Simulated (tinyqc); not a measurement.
Inside a calculation. Method: extended Hueckel theory, for HF. One step of it, computed by the program tinyqc.

Problem. Mulliken analysis. P = C n C^T; charge = valence electrons (F 7, H 1) minus the sum of (P S)_ii on the atom; overlap population = 2 sum P_ij S_ij between two atoms.

coefficients, order 1F 2s, 1F 2px, 1F 2py, 1F 2pz, 2H 1s:
```
[[0.929135, -0.130886, 0.000000, 0.000000, -0.571161],
 [0.000000, 0.000000, -0.580227, 0.814455, 0.000000],
 [0.000000, 0.000000, 0.814455, 0.580227, 0.000000],
 [-0.029596, 0.910706, 0.000000, 0.000000, -0.567727],
 [0.157529, 0.212863, 0.000000, 0.000000, 1.135385]]
```

occupations: [2.000000, 2.000000, 2.000000, 2.000000, 0.000000]

overlap S, order 1F 2s, 1F 2px, 1F 2py, 1F 2pz, 2H 1s:
```
[[1.000000, 0.000000, 0.000000, 0.000000, 0.389916],
 [0.000000, 1.000000, 0.000000, 0.000000, 0.000000],
 [0.000000, 0.000000, 1.000000, 0.000000, 0.000000],
 [0.000000, 0.000000, 0.000000, 1.000000, 0.335040],
 [0.389916, 0.000000, 0.000000, 0.335040, 1.000000]]
```

Give: charges; Overlap populations.

Solution.

charges: [-0.6406, 0.6406]

Overlap populations:
```
pair     value
2-1   0.438377
```
